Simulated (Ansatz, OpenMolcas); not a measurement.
# AlO (SMILES [O]=[Al]): methods side by side

AlO: 2 atoms, total charge 0, spin state doublet. As SMILES, `[O]=[Al]`. The shape comes from GFN2-xTB, which is rough for such elements, and wasn't checked as a minimum.

```xyz
2

O     0.0000    0.0000    0.0000
Al    0.0000    0.0000    1.5700
```

Quantity: the energy change with the O1–Al2 bond stretched from 1.570 to 3.140 Å, in eV. The values are calculated.

```json
{"level": "UHF/6-31G", "kind": "Hartree–Fock", "program": "Ansatz", "value (eV)": "1.10", "CPU time (all runs)": "0.59 s"}
{"level": "U-revPBE/6-31G", "kind": "GGA", "program": "Ansatz", "value (eV)": "2.71", "CPU time (all runs)": "3.5 s"}
{"level": "U-r2SCAN/6-31G", "kind": "meta-GGA", "program": "Ansatz", "value (eV)": "2.98", "CPU time (all runs)": "8.3 s"}
{"level": "UB3LYP/6-31G", "kind": "global hybrid", "program": "Ansatz", "value (eV)": "2.75", "CPU time (all runs)": "3 s"}
{"level": "U-wB97M-V/6-31G", "kind": "range-separated hybrid", "program": "Ansatz", "value (eV)": "2.84", "CPU time (all runs)": "36 s"}
{"level": "UHSE06/6-31G", "kind": "range-separated hybrid", "program": "Ansatz", "value (eV)": "2.77", "CPU time (all runs)": "3.9 s"}
{"level": "UB2PLYP/6-31G", "kind": "double hybrid", "program": "Ansatz", "value (eV)": "2.98", "CPU time (all runs)": "4.8 s"}
{"level": "UMP2/6-31G", "kind": "perturbation theory", "program": "Ansatz", "value (eV)": "2.27", "CPU time (all runs)": "0.84 s"}
{"level": "UBCCD(T)/6-31G", "kind": "coupled cluster or CI", "program": "Ansatz", "value (eV)": "2.72", "CPU time (all runs)": "1.4 s"}
{"level": "FCI/STO-3G", "kind": "exact in the basis", "program": "OpenMolcas", "value (eV)": "4.70", "CPU time (all runs)": "4.2 s"}
```

The first shape isn't each level's own minimum. The values span 1.10 to 4.70 eV. Spin contamination of the reference (⟨S²⟩ at least 0.1 too high) touches UHF/6-31G, U-revPBE/6-31G, U-r2SCAN/6-31G, UB3LYP/6-31G, U-wB97M-V/6-31G, UHSE06/6-31G, UB2PLYP/6-31G, UMP2/6-31G, UBCCD(T)/6-31G. All rows use very small basis sets, so none should be taken for the real molecule's value. In so small a basis fixed costs decide the times, and correlated methods can beat functionals. Times are those of the runs behind each value, whatever else they computed, on shared processors of several kinds: orders of magnitude only.
